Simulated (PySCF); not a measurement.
MgMe(NH2), CH5MgN.
SMILES: `[Mg]([CH3])[NH2]`

The closed-shell ground state was solved at several levels (PySCF, density fitting, gas phase, non-relativistic). Isolated species at its PBE0-D3(BJ)/def2-SVP geometry, gas phase.

```json
{"level": "PBE0/pcSseg-1", "basis functions": "75", "total energy (Eh)": "-295.7003", "HOMO (eV)": "-5.74", "LUMO (eV)": "-0.46", "gap (eV)": "5.28", "dipole (D)": "0.33"}
{"level": "PBE0/def2-SVPD", "basis functions": "101", "total energy (Eh)": "-295.5980", "HOMO (eV)": "-6.19", "LUMO (eV)": "-0.62", "gap (eV)": "5.57", "dipole (D)": "0.24"}
```

What might wB97X-D/pcSseg-1 (75 basis functions) give for the same quantities?

Total energy -295.8889 Eh, HOMO -7.69 eV, LUMO 1.05 eV, gap 8.74 eV, dipole 0.39 D.

Over all these levels, which gives the widest orbital gap and which the narrowest?

wB97X-D/pcSseg-1 (range-separated hybrid) has the widest, 8.74 eV, and PBE0/pcSseg-1 (global hybrid, 25 % exact exchange) the narrowest, 5.28 eV. The two share the basis. From the narrowest to the widest the HOMO moves by -1.95 eV and the LUMO by +1.51 eV.

How far do the dipole and the HOMO energy spread over the levels?

The dipole runs from 0.24 to 0.39 D (mean 0.32 D) and the HOMO from -7.69 to -5.74 eV.

Note: wB97X-D ran without an empirical dispersion term, which enters the total energy and its gradient alone.
